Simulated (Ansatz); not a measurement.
# CHOS+: one structure at several levels

How do the functionals fare away from a minimum? The structure is a structure displaced at random from a GFN2-xTB minimum.

The runs use Ansatz 0.2.0, Gaussian basis; single points in def2-TZVPP.

Correlated methods freeze the cores. B3LYP uses VWN-RPA correlation.

## 1. The system as given

SMILES `O=[C+]S`, 4 atoms, charge 1, spin multiplicity 1.

Atoms are counted from 1 here; the program's logs count them from 0.

Bond lengths: O1–C2 1.100 Å, C2–S3 1.650 Å, S3–H4 1.397 Å. Angles: O1–C2–S3 176.8°, C2–S3–H4 92.0°.

Geometry (Å):

```xyz
4
CHOS
O     0.1252   -0.3674    1.6527
C     0.2038   -0.2584    0.5606
S     0.4120   -0.0963   -1.0683
H    -0.7156    0.7210   -1.1809
```

## 2. CCSD(T)/def2-TZVPP

File run/in.yaml:

```yaml
crystal:
  periodic: [false, false, false]
  atoms:
    - {symbol: O, position_ang: [0.125200, -0.367400, 1.652700]}
    - {symbol: C, position_ang: [0.203800, -0.258400, 0.560600]}
    - {symbol: S, position_ang: [0.412000, -0.096300, -1.068300]}
    - {symbol: H, position_ang: [-0.715600, 0.721000, -1.180900]}
basis:
  gaussian: {orbitals: def2-TZVPP}
total_charge: 1
correlation: {method: ccsd_t}
output: {forces: true}
```

The command line of these runs was not kept.

## 3. PBE0-D4/def2-TZVPP

run/in.yaml: that of step 2 with these lines changed.

```diff
@@ -10,3 +10,3 @@
 total_charge: 1
-correlation: {method: ccsd_t}
-output: {forces: true}
+hamiltonian: {xc: pbe0, dispersion: d4}
+output: {forces: true, orbitals: {seedname: orbitals}}
```

## 4. wB97M-V/def2-TZVPP

run/in.yaml: that of step 3 with these lines changed.

```diff
@@ -10,3 +10,3 @@
 total_charge: 1
-hamiltonian: {xc: pbe0, dispersion: d4}
-output: {forces: true, orbitals: {seedname: orbitals}}
+hamiltonian: {xc: {name: wB97M-V}}
+output: {forces: true}
```

## 5. r2SCAN-D4/def2-TZVPP

run/in.yaml: that of step 4 with these lines changed.

```diff
@@ -10,3 +10,3 @@
 total_charge: 1
-hamiltonian: {xc: {name: wB97M-V}}
+hamiltonian: {xc: r2scan, dispersion: d4}
 output: {forces: true}
```

## 6. PBE-D4/def2-TZVPP

run/in.yaml: that of step 5 with these lines changed.

```diff
@@ -10,3 +10,3 @@
 total_charge: 1
-hamiltonian: {xc: r2scan, dispersion: d4}
+hamiltonian: {xc: pbe, dispersion: d4}
 output: {forces: true}
```

## 7. B3LYP-D4/def2-TZVPP

run/in.yaml: that of step 6 with these lines changed.

```diff
@@ -10,3 +10,3 @@
 total_charge: 1
-hamiltonian: {xc: pbe, dispersion: d4}
+hamiltonian: {xc: {name: B3LYP}, dispersion: d4}
 output: {forces: true}
```

## 8. B97M-V/def2-TZVPP

run/in.yaml: that of step 7 with these lines changed.

```diff
@@ -10,3 +10,3 @@
 total_charge: 1
-hamiltonian: {xc: {name: B3LYP}, dispersion: d4}
+hamiltonian: {xc: {name: B97M-V}}
 output: {forces: true}
```

(Steps that only read results are left out.)

Before running it: what results should come out? Wanted: energy less free atoms, CCSD(T)/def2-TZVPP; RMS force component; RMS force error; HOMO and LUMO, PBE0-D4; T1 diagnostic.

The runs gave:

| quantity | value |
| --- | --- |
| energy less free atoms, CCSD(T)/def2-TZVPP | -680.5 kJ/mol |
| RMS force component | 1.076 to 1.956 eV/Å over the methods |
| RMS force error | PBE0-D4 0.412, wB97M-V 0.494, r2SCAN-D4 0.277, PBE-D4 0.507, B3LYP-D4 0.320, B97M-V 0.395 eV/Å |
| HOMO and LUMO, PBE0-D4 | -16.10 and -9.08 eV |
| T1 diagnostic | 0.017 |

Against CCSD(T) the functionals' energies less atoms differ by -144.7 to -37.6 kJ/mol, PBE-D4 by -144.7 kJ/mol. A larger basis would deepen the CCSD(T) value, while the functionals are nearly converged already, so the order here is not reliable. For forces r2SCAN-D4 does best and PBE-D4 worst. Frozen-core CCSD(T) forces in triple zeta carry basis errors of their own, and this is one geometry, so small gaps rank nothing.
